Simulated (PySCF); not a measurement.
Structure with atom numbers: `[CH3:1][CH2:2][C:3]([CH3:4])([CH3:5])[CH3:6]`; H(Xn) means a hydrogen on atom n.

[PySCF 2.14.0 with density-fitted response routines: GFN2-xTB geometry; shielding tensors at PBE0/pcSseg-1 (GIAO); a single conformation; in vacuum; averaged over atoms made equivalent by symmetry, fast rotation or ring inversion; non-relativistic Hamiltonian]

Chemical shifts δ = σref − σ; 13C (186.93 ppm), 1H (31.72 ppm) vs TMS, all at this level.

```json
{"atoms": "H(C4)/H(C5)/H(C6)", "nucleus": "1H", "count": "9", "δ (ppm)": "0.93"}
{"atoms": "C4/C5/C6", "nucleus": "13C", "count": "3", "δ (ppm)": "30.7"}
{"atoms": "C1", "nucleus": "13C", "count": "1", "δ (ppm)": "?"}
{"atoms": "H(C2)", "nucleus": "1H", "count": "2", "δ (ppm)": "1.24"}
{"atoms": "H(C1)", "nucleus": "1H", "count": "3", "δ (ppm)": "0.98"}
{"atoms": "C2", "nucleus": "13C", "count": "1", "δ (ppm)": "?"}
{"atoms": "C3", "nucleus": "13C", "count": "1", "δ (ppm)": "32.3"}
```

**Question.** Fill in the missing shifts.

**Answer.** 
- C2: 40.4 ppm, sp3 CH2; aliphatic region, no heteroatom directly attached
- C1: 10.9 ppm, methyl carbon; aliphatic region, no heteroatom directly attached

Shifts are as computed. Against solution values, carbons near 30 ppm lie about +3 ppm off and those near 130 ppm about +5 ppm. Of 1211 compounds with measured shifts, 218 miss one by over three times the rms of a fit or turn the order of signals round; such compounds aren't used in these exercises.
